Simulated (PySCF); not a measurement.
nitrogen dioxide (NO2), SMILES [O]N=O, multiplicity 2. The structure is a stationary point at TPSSh-D3(BJ)/def2-TZVP.

Computed equilibrium geometry at TPSSh-D3(BJ)/def2-TZVP (PySCF confirms it by a frequency run) as bond lengths and angles, and its point group:
point group C2v.
Atoms: O1 N2 O3. Bonds (Å): O1–N2 1.195, N2–O3 1.195. Angles (°): O1–N2–O3 134.3.
Charge 0, spin multiplicity 2.
